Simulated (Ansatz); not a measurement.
A made-up structure of BSiNH₃, doublet:

```
6
angstrom
B -1.4059 -0.6522 0.0215
N -0.0962 -1.0132 -0.0539
Si -0.0588 0.7640 0.0462
H 0.4943 -1.8277 -0.1253
H -2.5399 -0.6257 0.2108
H 0.5842 1.2949 1.2724
```

It is relaxed with PBE-D4/def2-SVP and then PBE0-D4/def2-TZVP (Ansatz 0.2.0). Atoms count as bonded within 1.22 times the sum of their covalent radii (H–H: 0.88 Å). The end point is not checked to be a true minimum.

(1) Does its bonding change? (A judgement: the text doesn't fix the answer.)

Answers

(1) By the calculation: No: no bond forms or breaks.

Where it ends: The first stage lowers the energy by 0.46 eV in 7 steps. It ends as BSiNH₃ ([BH]1[NH][SiH]1):
```
atom    x (Å)    y (Å)    z (Å)
  B1  -1.4399  -0.4799   0.0653
  N2  -0.1383  -0.9182  -0.0400
 Si3  -0.0128   0.8445   0.0425
  H4   0.3330  -1.8105  -0.0685
  H5  -2.5251  -0.9587   0.1059
  H6   0.7609   1.2629   1.2665
```

Labels in which every atom is bracketed show which atoms are joined, not bond orders.

For scale, one of the runs: PBE0-D4/def2-TZVP relaxation, 117 basis functions, launched by `ansatz run in.yaml --threads 2 --pin off --events-out ev --progress --plain --max-ram 4352MiB`. Hardware: 2 CPU threads of an Arm Neoverse V1, shared host. Wall time about 18 s.
